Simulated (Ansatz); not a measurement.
Relaxed structures of AlH₂SO, doublet (PBE0-D4/def2-TZVP; forces vanish, vibrations not checked; lower isomers may exist, and structures with a doubtful reference or unclear bonds are left out; Å). Program: Ansatz 0.2.0. Basis: def2-TZVPP. Cores are frozen in the correlated methods; orbitals are unrestricted.

Task: Rank them by CCSD(T) energy, lowest first, and give each one's height above the lowest. Links in brackets join atoms within 1.22 times the sum of their covalent radii (1.1 for two metals). (An estimate is asked for; the value comes from the calculation.)
A.
AlH₂SO ([O][AlH][SH])
```
5
angstrom
O -0.9905 -0.7140 1.3269
Al -0.5531 -0.1810 -0.2611
S 1.4192 0.7114 -0.4661
H -1.5755 -0.3645 -1.4394
H 1.7000 0.5482 0.8397
```
B.
AlH₂SO ([OH][Al][SH])
```
5
angstrom
O -1.5455 -0.5718 -0.2978
Al -0.2727 -0.2674 0.7777
S 1.5832 0.6445 -0.0005
H -1.5452 -0.3840 -1.2359
H 2.1712 0.6490 1.2072
```
C.
AlH₂SO ([OH][AlH][S])
```
5
angstrom
O 1.1023 0.5748 -0.4418
Al -0.4286 -0.1226 -0.2895
S -1.1258 -0.8493 1.6485
H -1.3554 -0.2484 -1.5513
H 1.7291 0.6911 0.2696
```

Result: The calculation gives: B (0.00 kcal/mol), C (5.56 kcal/mol), A (38.47 kcal/mol). Heights count from the lowest.

The T1 diagnostic stays at or below 0.016. ⟨S²⟩ of the unrestricted Hartree–Fock references: 0.75 to 0.76 (a pure state has 0.75).

For scale, one of the runs: CCSD(T)/def2-TZVPP, 143 basis functions, launched by `ansatz run in.yaml --threads 2 --pin off --events-out ev --progress --plain --max-ram 4352MiB`. Hardware: 2 CPU threads of an Arm Neoverse V2, shared host. Wall time 41 s; peak host memory 1.7 GiB.
